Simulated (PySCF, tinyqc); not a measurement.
A ladder of methods, and size consistency: correlation methods against full CI in the sto-6g basis, for HF, spin multiplicity 1. Computed by the program tinyqc with PySCF. All electrons correlated; +Q is the Davidson correction (1 - c0^2) E_corr. The last columns treat two copies 100 angstrom apart as one system. FCI is the lowest singlet.

Geometry (angstrom):
```
atom,x,y,z
F,0.0000,0.0000,0.0000
H,0.0000,0.0000,1.2280
```

RHF energy of one = -99.442895 hartree

Correlation energies (hartree):
```
method,E_corr of one,share of FCI (%),E_corr of two at 100 angstrom,two minus twice one (mhartree)
MP2,-0.035066,59.3122,-0.070131,0.0000
CISD,-0.059120,100.0000,-0.112261,5.9793
CISD+Q,-0.062438,105.6112,-0.123066,1.8091
CCSD,-0.059120,100.0000,-0.118241,0.0000
CCSD(T),-0.059120,100.0000,-0.118241,0.0000
FCI,-0.059120,100.0000,-,-
```

What does the comparison show, and why?

MP2 recovers 59 %, CISD 100.0 % and CCSD 100.0 % of the FCI value (c0^2 = 0.944 in CISD). MP2 and coupled cluster are size consistent, so their last column vanishes; CISD loses 5.98 mhartree, since a double excitation on each copy is a quadruple of the pair, and the Davidson correction leaves +1.81. With two electrons, or one virtual orbital, CISD and CCSD are exact for one copy, so +Q overshoots there. The restricted reference is unstable here: a spin-polarised solution lies 0.0009 hartree lower (PySCF), so results built on it describe a poor reference.
